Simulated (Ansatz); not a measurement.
# C2H7B: the cost of one run

All numbers below are computed with Ansatz 0.2.0 (RHF/def2-SVP).

## (1) The system as given

Bond lengths: B1–H2 1.190 Å, B1–C3 1.600 Å, C3–H4 1.110 Å, C3–H5 1.110 Å, C3–H6 1.110 Å, B1–C7 1.600 Å, C7–H8 1.110 Å, C7–H9 1.110 Å, C7–H10 1.110 Å. Angles (14 of 15 angles, heavy atoms first): C3–B1–C7 120.0°, H2–B1–C3 120.0°, H2–B1–C7 120.0°, B1–C3–H4 109.5°, B1–C3–H5 109.5°, B1–C3–H6 109.5°, B1–C7–H8 109.5°, B1–C7–H9 109.5°, B1–C7–H10 109.5°, H4–C3–H5 109.4°, H4–C3–H6 109.4°, H5–C3–H6 109.4°, H8–C7–H9 109.4°, H8–C7–H10 109.4°.

Coordinates:

```xyz
10

B     0.0000    0.0000    0.0000
H     0.0000    0.0000    1.1900
C     1.3856    0.0000   -0.8000
H     1.7152   -1.0462   -0.9702
H     1.2491    0.5080   -1.7774
H     2.1552    0.5381   -0.2082
C    -1.3856    0.0000   -0.8000
H    -1.9458   -0.9305   -0.5708
H    -1.9898    0.8797   -0.4946
H    -1.1839    0.0508   -1.8903
```

## (2) Relaxing the start

input.yaml

```yaml
crystal:
  periodic: [false, false, false]
  atoms:
    - { symbol: B, position_ang: [0.0, 0.0, 0.0] }
    - { symbol: H, position_ang: [0.0, 0.0, 1.19] }
    - { symbol: C, position_ang: [1.3856, 0.0, -0.8] }
    - { symbol: H, position_ang: [1.7152, -1.0462, -0.9702] }
    - { symbol: H, position_ang: [1.2491, 0.508, -1.7774] }
    - { symbol: H, position_ang: [2.1552, 0.5381, -0.2082] }
    - { symbol: C, position_ang: [-1.3856, 0.0, -0.8] }
    - { symbol: H, position_ang: [-1.9458, -0.9305, -0.5708] }
    - { symbol: H, position_ang: [-1.9898, 0.8797, -0.4946] }
    - { symbol: H, position_ang: [-1.1839, 0.0508, -1.8903] }
basis:
  gaussian: { orbitals: def2-SVP }
hamiltonian:
  xc: hf
relax:
  f_tol: 0.02
  max_steps: 40
```

Started as:

```console
> ansatz run input.yaml --threads 1 --pin off --max-ram 2048MiB --backend cpu --events-out ev --progress --plain --runs-dir out
```

**Question.** How long does this run take on 1 thread of Arm Neoverse V1, shared host, and how much memory does it need?

About 17 s, with a peak of 0.13 GiB.
